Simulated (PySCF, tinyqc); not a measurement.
Inside a calculation. Method: RHF in the sto-6g basis, for LiH, spin multiplicity 1. The lowest restricted solution is unstable here: a spin-polarised one lies 0.0893 hartree lower (PySCF). One step of it, computed by the program tinyqc.

Task: Orthogonalisation. S = U s U^T; symmetric (Loewdin) form X = U s^(-1/2) U^T, so that X^T S X = 1.

overlap S:
```
,1Li 1s,1Li 2s,1Li 2px,1Li 2py,1Li 2pz,2H 1s
1Li 1s,1.000000,0.235742,0.000000,0.000000,0.000000,0.002253
1Li 2s,0.235742,1.000000,0.000000,0.000000,0.000000,0.110962
1Li 2px,0.000000,0.000000,1.000000,0.000000,0.000000,0.000000
1Li 2py,0.000000,0.000000,0.000000,1.000000,0.000000,0.000000
1Li 2pz,0.000000,0.000000,0.000000,0.000000,1.000000,0.172408
2H 1s,0.002253,0.110962,0.000000,0.000000,0.172408,1.000000
```

Give: eigenvalues of S; X.

Result:

eigenvalues of S: 0.7257  0.8513  1.0000  1.0000  1.1465  1.2765

X:
```
,1Li 1s,1Li 2s,1Li 2px,1Li 2py,1Li 2pz,2H 1s
1Li 1s,1.0219,-0.1231,0.0000,0.0000,-0.0014,0.0094
1Li 2s,-0.1231,1.0269,0.0000,0.0000,0.0077,-0.0589
1Li 2px,0.0000,0.0000,1.0000,0.0000,0.0000,0.0000
1Li 2py,0.0000,0.0000,0.0000,1.0000,0.0000,0.0000
1Li 2pz,-0.0014,0.0077,0.0000,0.0000,1.0115,-0.0886
2H 1s,0.0094,-0.0589,0.0000,0.0000,-0.0886,1.0164
```
